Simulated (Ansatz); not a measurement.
**Sn4P11: short dynamics, then relaxation**

A packing of 15 atoms, thrown in at random and pushed apart as soft spheres with like charges further apart (11 P, 4 Sn) went through Langevin stages in a fixed cell of 21.40 Å³/atom, at one k point, without spin and with a Fermi–Dirac width of kT (0.05 eV at least). Method: Ansatz 0.2.0, DFT PBE, scalar-relativistic, plane waves, PAW.

| thermostat (K) | duration (fs) | friction (1/fs) | cutoff (eV) | mean T (K) | mean P (GPa) | mean square displacement (Å²) |
| --- | --- | --- | --- | --- | --- | --- |
| 3000 | 72 | 0.030 | 320 | 3682 | 11.6 | 0.48 |
| 3000 | 750 | 0.030 | 420 | 3614 | 7.9 | 4.95 |
| 2160 | 723 | 0.030 | 420 | 2221 | 5.8 | 1.93 |
| 1200 | 750 | 0.030 | 420 | 1179 | 2.6 | 0.54 |
| 300 | 750 | 0.030 | 420 | 304 | 1.3 | 0.12 |

Means run over the second half of a stage; pressure includes the kinetic part; displacements count from the stage's start, the atoms' common shift taken off.

Cell and atoms were then relaxed on coarser meshes and computed once more: Plane waves to 420 eV, a k mesh through Γ of 5×5×5 on the computed 15-atom cell and Gaussian smearing (0.10 eV); no spin polarisation.

Task: What structure is left?

Result: One draw of many: 23.41 Å³/atom with no gap on the mesh, 0.12 eV/atom above the elements' standard states (static lattices, no corrections for gases) (a random packing after short dynamics, relaxed).

Counting as bonded all pairs within 1.2 times the summed covalent radii:

```json
{"atom → neighbour": "P → P", "mean count": "2.36", "mean length (Å)": "2.26", "spread (Å)": "0.05"}
{"atom → neighbour": "P → Sn", "mean count": "1.00", "mean length (Å)": "2.71", "spread (Å)": "0.06"}
{"atom → neighbour": "Sn → P", "mean count": "2.75", "mean length (Å)": "2.71", "spread (Å)": "0.06"}
{"atom → neighbour": "Sn → Sn", "mean count": "1.00", "mean length (Å)": "3.16", "spread (Å)": "0.07"}
```

Angles between all pairs of such bonds at an atom (mean ± spread): 103 ± 18° at P, 101 ± 25° at Sn.

```
CELL_PARAMETERS angstrom
6.85788 0.34659 0.14760
0.34801 7.19208 -0.53573
0.11783 -0.53000 7.17958
ATOMIC_POSITIONS crystal
Sn 0.83513 0.60920 0.28056
Sn 0.24370 0.09188 0.64656
Sn 0.68906 0.09490 0.57602
Sn 0.36765 0.42364 0.95801
P 0.39653 0.68912 0.25683
P 0.39619 0.47189 0.44296
P 0.98024 0.60872 0.77798
P 0.74277 0.29335 0.90591
P 0.08737 0.40596 0.49841
P 0.10887 0.09252 0.17630
P 0.42725 0.66068 0.71182
P 0.08079 0.90451 0.89035
P 0.11482 0.86618 0.35489
P 0.81168 0.04580 0.05052
P 0.72354 0.73828 0.64754
```

The final mesh leaves forces up to 0.24 eV/Å and stresses up to 0.7 GPa: the relaxation ran on a coarser mesh, so the cell's shape, its bonds and its energy belong partly to that mesh.

Cost: 6 runs of about 54 core-minutes in all (earlier runs that led there not counted), on Arm Neoverse V1 (shared hosts).